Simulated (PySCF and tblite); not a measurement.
The numbers below are computed, except where a source is named.
C₅H₈, numbered as in [CH2:1]=[CH:2][C:3](=[CH2:4])[CH3:5].

Search: ETKDG and KDG, MMFF94s, GFN2-xTB, 60 starts; geometries at PBE0-D3(BJ)/def2-SVP. Weights use PBE0-D3(BJ)/pcSseg-1 energies plus GFN2-xTB zero-point and thermal terms (modes under about 100 cm⁻¹ blended into free rotors). Symmetry numbers and mirror images are counted. Conformers within 3 kcal/mol (GFN2-xTB free energy) were kept, 4 at most. GIAO shieldings: PBE0/pcSseg-1. Shifts are against TMS (¹H), TMS (¹³C) at the same level; of two unlike H on one atom, a is the less shielded. Programs: PySCF with density fitting and tblite.

What shifts does this protocol give at 298.15 K under fast conformational exchange?

¹H: 6.54 (H2, 1H), 5.34 (H1a, 1H), 5.34 (H1b, 1H), 5.33 (H4a, 1H), 5.26 (H4b, 1H), 1.86 (H5, 3H) ppm. ¹³C: 150.1 (C3), 148.1 (C2), 126.0 (C4), 120.7 (C1), 19.8 (C5) ppm.

How do the conformers differ?

Torsions listed: C1–C2–C3–C5. Of a mirror pair one member is shown.
```
conformer  shape  weight %
        1     0°      98.0
        2   145°       2.0
```

| signal | 1 | 2 | average |
| --- | --- | --- | --- |
| H1a | 5.34 | 5.77 | 5.34 |
| H1b | 5.34 | 5.26 | 5.34 |
| H2 | 6.55 | 6.24 | 6.54 |
| H4a | 5.34 | 5.08 | 5.33 |
| H4b | 5.25 | 5.46 | 5.26 |
| H5 | 1.86 | 1.83 | 1.86 |
| C1 | 120.6 | 121.8 | 120.7 |
| C2 | 148.1 | 147.9 | 148.1 |
| C3 | 150.1 | 152.5 | 150.1 |
| C4 | 126.1 | 118.2 | 126.0 |
| C5 | 19.7 | 25.2 | 19.8 |

Which signal moves most, for its nucleus, between 220 and 380 K through the change of populations alone?

C4: 126.1 ppm at 220 K, 126.1 ppm at 260 K, 126.0 ppm at 298.15 K, 125.8 ppm at 340 K, 125.7 ppm at 380 K.

Shifts are unscaled: against experiment ¹³C can be off by 15 ppm or more and ¹H by 0.8 ppm.
